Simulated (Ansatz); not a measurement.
**As2H, quartet: the ladder up to UCCSDTQ**

Geometry: a PBE0/def2-TZVP stationary point for this spin, not checked as a minimum. The doublet lies 1.0 eV lower here.

```xyz
3

As    0.0000   -0.5251    0.8030
As    0.0000   -0.4773   -1.6877
H     0.0000    1.0024    0.8847
```

Basis cc-pVDZ; Ansatz 0.2.0. Only valence electrons are correlated (noble-gas cores and the filled d shells of p-block atoms frozen), which leaves 11 electrons in 31 orbitals. R marks a restricted (for open shells ROHF) determinant, U an unrestricted one. Active spaces: valence = (11e, 9o) chosen from the atoms' valence shells. No spin–orbit coupling is included, and no scalar relativity.

Full CI isn't at hand for all of this; UCCSDTQ serves as the reference, and is uncertain by the last step of the cluster series or more. The frozen core follows each run's orbitals, which can shift R against U totals by a few meV for light atoms and by up to 0.1 eV past Ca.

The UHF ⟨S²⟩ is 3.777 and the T1 diagnostic (RCCSD) is 0.0197. The largest doubles amplitude (RCCSD) is 0.096 and the T1 diagnostic (UCCSD) is 0.0152.

Q: From what is known of these methods and the diagnostics, rank them by the size of their error in total energy against UCCSDTQ in cc-pVDZ, smallest first (an estimate: the text doesn't fix the numbers).
A. UCCSDT
B. UCCSD(T)
C. UMP2
D. UCCSD
E. UHF

A: A (0.39 mEh), B (1.63 mEh), D (7.02 mEh), C (41.31 mEh), E (193.16 mEh).

All errors are against UCCSDTQ in cc-pVDZ. Within each family the higher level lies nearer, as is usual though not guaranteed.

Natural occupations of CASSCF (valence space) about the gap: 1.992 1.968 1.944 1.006 1.002 0.995 0.063 0.034; effectively unpaired electrons, Σ n²(2−n)², 3.04.
